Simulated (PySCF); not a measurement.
NaC: one state, many levels of theory

State: ⁴Σ⁻ (quartet), unpaired electrons σ ↑, π ↑↑. Set-up: PySCF, no relativity, basis sets Na 6-31G(d,p), C 6-31G(d,p). De refers to Na + C in their high-spin ground configurations, without counterpoise correction. The functionals are run spin-unrestricted. A positive dipole means Na(−)C(+).

```csv
Level,Re (Å),ωe (cm⁻¹),De (eV),μ (D)
UHF,2.226,467,1.17,-8.01
UHF-MP2,2.230,450,1.65,n/a
UHF-SCS-MP2,2.228,452,1.44,n/a
UHF-CCSD,2.232,446,1.56,n/a
UHF-CCSD(T),2.235,443,1.58,n/a
PBE,2.241,419,2.06,-5.87
PW91,2.236,422,2.10,-5.94
TPSS,2.241,425,2.05,-6.28
r²SCAN,2.229,440,2.10,-6.66
PBE0,2.220,442,1.91,-6.71
MN15,2.232,433,1.93,-6.78
```

The bond length runs from 2.220 Å (PBE0) to 2.241 Å (PBE). De spans 1.17 eV (UHF, mean field) to 2.10 eV (r²SCAN, meta-GGA). Correlation at CCSD(T) changes the Hartree–Fock bond energy by +0.41 eV; the triples alone change it by +0.02 eV.

Correlated steps freeze 2 core orbitals. Correlated levels converge slowly with the basis: in double zeta they bind strong bonds too weakly, by up to about 1 eV, and carry superposition errors of some tenths. The state is the lowest determinant that a PBE0 search found; another state may lie lower at other levels.
